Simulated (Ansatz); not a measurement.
# Basis or method: As–H bond energy of AsH3

AsH3, singlet; coordinates (Å): As 0.000 0.000 -0.033; H 1.259 0.014 0.822; H -0.649 1.087 0.812; H -0.624 -1.102 0.811. Quantity: As–H bond energy, to AsH2 (doublet) + H.

Ansatz 0.2.0, basis cc-pVDZ or cc-pVTZ; geometries are PBE0/def2-TZVP minima. Wave-function levels freeze the cores with the filled d shells of p-block atoms; HF, MP2 and coupled cluster are restricted for singlets and unrestricted otherwise, atoms included, restricted open-shell where a d shell is frozen, Kohn–Sham unrestricted where that lies lower. NEVPT2 stands on CASSCF in the full valence space. The reference is CCSDT(Q) (coupled cluster only where its series has nearly closed). Semilocal and hybrid functionals correlate all electrons outside any core potential and usually lie nearer their basis limit than the reference, so part of their error here is the reference's basis and frozen-core error; RPA and the MP2 part of double hybrids freeze the same cores as the reference. None of these values is a measured one. Energies are electronic, without zero-point terms. No spin–orbit coupling and no scalar relativity. The species are chosen: bound, without strong static correlation by their natural occupations or amplitudes, in their lowest spin state as far as vertical gaps and like structures tell, and with a ladder that closes on the reference, so errors are smaller than for species at large; levels whose determinant breaks symmetry or spin markedly are left out.

| level | cc-pVDZ (kcal/mol) | cc-pVTZ (kcal/mol) |
| --- | --- | --- |
| reference | 74.6 (CCSDT(Q)) | 77.6 (CCSDT(Q)) |
| CCSD(T) | 74.6 | 77.6 |
| CCSDT | 74.6 | 77.6 |
| NEVPT2 | 72.6 | 75.0 |
| PBE | 77.0 | 77.3 |
| r2SCAN | 76.9 | 77.4 |
| PBE0 | 76.5 | 76.7 |
| wB97M-V | 78.8 | 78.5 |

From cc-pVDZ to cc-pVTZ the reference moves by 3.0 kcal/mol and PBE by 0.3; the step from CCSD(T) to the reference is 0.0 in the first and 0.0 in the last.
